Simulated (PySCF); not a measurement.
Gas-phase reaction: 2 BO + H₂O₂ ⇌ 2 HBO₂

Energies from PySCF, thermal terms from the rigid-rotor harmonic-oscillator model, ideal gas at 1 bar. Table values come from the NASA 1993 polynomials. After a fit of one offset per element over all species, the range-separated, M06-2X, PBE0/def2-QZVP and CCSD(T)/def2-TZVPP enthalpies, where run, lie to one side of the table for BO (+18 kJ/mol): a fault of the table's entry, another state or a shared error of the levels is possible; this was not checked at source. S°(298 K) at PBE0/def2-TZVP differs from the NASA 1993 table for H₂O₂ (-8 J/mol/K); whether the harmonic model or the table's entry is off was not settled. † marks an energy on the PBE0/def2-TZVP geometry and frequencies. MP2 and CCSD(T) freeze the core. Open shells (unrestricted): BO (multiplicity 2); the rest are closed-shell singlets. No R ln 2 is added for the mirror-image form of H₂O₂. MP2 isn't extrapolated to the basis-set limit; its ΔH°(298 K) is -1005.9 kJ in def2-SVP and -1002.1 kJ in def2-TZVPP. CCSD(T) isn't extrapolated to the basis-set limit; its ΔH°(298 K) is -971.8 kJ in def2-SVP and -971.1 kJ in def2-TZVPP. The harmonic model lacks anharmonicity and excited electronic states, which grow with temperature; levels with a mode under 35 cm⁻¹ are left out. Internal rotation in H₂O₂ is treated as a harmonic vibration of one conformer, which makes the entropy rough. The table's entry may be an old estimate for BO, HBO₂ (not checked at source).

| level | ΔH°(298 K), kJ | minus table | ΔG°(1400 K), kJ |
|---|---|---|---|
| table | -985.0 | - | -751.6 |
| BLYP/def2-TZVP† | -956.4 | 28.6 | -751.8 |
| CCSD(T)/def2-TZVPP† | -971.1 | 13.9 | -766.5 |
| M06-2X/def2-TZVP† | -994.0 | -9.0 | -789.4 |
| MP2/def2-SVP† | -1005.9 | -20.9 | -801.3 |
| PBE0/def2-QZVP† | -981.8 | 3.2 | -777.2 |
| r2SCAN/def2-TZVP† | -964.4 | 20.6 | -759.8 |
